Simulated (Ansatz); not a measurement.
B20 (FeSi-type) FeSi, treated with RPBE in Ansatz (PAW).

The run printed, among other lines:

```
Crystal: 8 atoms, lattice volume = 89.604 Å³
Basis set: ecut = 520 eV, 2469 PW (Γ), exchange–correlation on 72×72×72 points (8 copies of the dense FFT grid, shifted against one another)
Bands: 48, of which v1, the nominal top of the filled ones, is band 40 counted from 1 (39 counted from 0)
Symmetry: 12 space group operations
Space group: P213 (ITA 198), of the structure as read, at distance tolerance 4.5e-5 Å
k-points: 45 of 512 (time reversal used)
Functional: x = rpbe, c = pbe(β = 0.06672455060314922)
SCF iter   1: F=—  HF=-20500.276775 eV  |F-HF|=—  |Δ(HF+E_count)|=         —  Δρ=1.24e-2  dr2=3.55e-2
SCF iter   2: F=—  HF=-20500.263854 eV  |F-HF|=—  |Δ(HF+E_count)|=   1.29e-2  Δρ=5.23e-3  dr2=7.83e-3
  ...
SCF iter   8: F=—  HF=-20500.262067 eV  |F-HF|=—  |Δ(HF+E_count)|=   4.87e-9  Δρ=2.10e-6  dr2=2.40e-9
SCF iter   9: F=-20500.262067 eV  HF=-20500.262067 eV  |F-HF|=2.55e-11  |Δ(HF+E_count)|=  4.80e-10  Δρ=2.99e-7  dr2=5.25e-11
SCF 1 converged in 9 iterations: F = -20500.262067 eV  dr2 = 5.25e-11
SCF converged after 9 iterations
Free energy (F): -20500.262067 eV
Internal energy: -20500.262060 eV  (E = F + TS)
E sigma→0 (E₀):  -20500.262064 eV
Fermi energy:    16.509657 eV
--- Forces (eV/Å), atoms counted from 1 ---
  atom   1  Fe    -0.00000924     0.00000924    -0.00000924
  atom   2  Fe    -0.00000924    -0.00000924     0.00000924
  atom   3  Fe     0.00000924     0.00000924     0.00000924
  atom   4  Fe     0.00000924    -0.00000924    -0.00000924
  atom   5  Si     0.00017213    -0.00017213     0.00017213
  atom   6  Si     0.00017213     0.00017213    -0.00017213
  atom   7  Si    -0.00017213    -0.00017213    -0.00017213
  atom   8  Si    -0.00017213     0.00017213     0.00017213
--- Stress (GPa, compression-positive) ---
       -0.000008       0.000000      -0.000000
        0.000000      -0.000008       0.000000
       -0.000000       0.000000      -0.000008
  P = ⅓ Tr σ = -0.0000 GPa (-0.000 kbar)
```

Write an input file that could have produced this run (the log leaves some choices open).

Several could match; the one computed here: 
Ansatz 0.2 input:
```yaml
crystal:
  lattice:
    - [4.474826975, 0.0, 0.0]
    - [0.0, 4.474826975, 0.0]
    - [0.0, 0.0, 4.474826975]
  atoms:
    - { symbol: Fe, position: [0.8642312819, 0.6357687181, 0.3642312819] }
    - { symbol: Fe, position: [0.3642312819, 0.8642312819, 0.6357687181] }
    - { symbol: Fe, position: [0.1357687181, 0.1357687181, 0.1357687181] }
    - { symbol: Fe, position: [0.6357687181, 0.3642312819, 0.8642312819] }
    - { symbol: Si, position: [0.1592854542, 0.3407145458, 0.6592854542] }
    - { symbol: Si, position: [0.6592854542, 0.1592854542, 0.3407145458] }
    - { symbol: Si, position: [0.8407145458, 0.8407145458, 0.8407145458] }
    - { symbol: Si, position: [0.3407145458, 0.6592854542, 0.1592854542] }
basis:
  ecutwfc: 520
  ecutrho_ratio: 4
  xc_grid: 2
kpoints:
  mp_grid: { grid: [8, 8, 8] }
  band_path:
    path:
      - [0.0, 0.0, 0.0]
      - [0.0, 0.083333, 0.0]
      - [0.0, 0.166667, 0.0]
      - [0.0, 0.25, 0.0]
      - [0.0, 0.333333, 0.0]
      - [0.0, 0.416667, 0.0]
      - [0.0, 0.5, 0.0]
      - [0.083333, 0.5, 0.0]
      - [0.166667, 0.5, 0.0]
      - [0.25, 0.5, 0.0]
      - [0.333333, 0.5, 0.0]
      - [0.416667, 0.5, 0.0]
      - [0.5, 0.5, 0.0]
      - [0.45, 0.45, 0.0]
      - [0.4, 0.4, 0.0]
      - [0.35, 0.35, 0.0]
      - [0.3, 0.3, 0.0]
      - [0.25, 0.25, 0.0]
      - [0.2, 0.2, 0.0]
      - [0.15, 0.15, 0.0]
      - [0.1, 0.1, 0.0]
      - [0.05, 0.05, 0.0]
      - [0.041667, 0.041667, 0.041667]
      - [0.083333, 0.083333, 0.083333]
      - [0.125, 0.125, 0.125]
      - [0.166667, 0.166667, 0.166667]
      - [0.208333, 0.208333, 0.208333]
      - [0.25, 0.25, 0.25]
      - [0.291667, 0.291667, 0.291667]
      - [0.333333, 0.333333, 0.333333]
      - [0.375, 0.375, 0.375]
      - [0.416667, 0.416667, 0.416667]
      - [0.458333, 0.458333, 0.458333]
      - [0.5, 0.5, 0.5]
      - [0.45, 0.5, 0.45]
      - [0.4, 0.5, 0.4]
      - [0.35, 0.5, 0.35]
      - [0.3, 0.5, 0.3]
      - [0.25, 0.5, 0.25]
      - [0.2, 0.5, 0.2]
      - [0.15, 0.5, 0.15]
      - [0.1, 0.5, 0.1]
      - [0.05, 0.5, 0.05]
      - [0.5, 0.5, 0.416667]
      - [0.5, 0.5, 0.333333]
      - [0.5, 0.5, 0.25]
      - [0.5, 0.5, 0.166667]
      - [0.5, 0.5, 0.083333]
      - [0.5, 0.416667, 0.0]
      - [0.5, 0.333333, 0.0]
      - [0.5, 0.25, 0.0]
      - [0.5, 0.166667, 0.0]
      - [0.5, 0.083333, 0.0]
      - [0.5, 0.0, 0.0]
    npoints: 1
hamiltonian:
  xc: rpbe
  dispersion: none
  pseudopotentials: { kind: paw }
scf:
  occupations: { method: fermi_dirac, width: 0.01 }
  convergence: { dr2_threshold: 0.0000000008 }
output:
  forces: true
  stress: true
  eigenvalues: true
  write_bands: true
```

The PAW data were made under PBE.

Ansatz is a quantum-chemistry and plane-wave program.
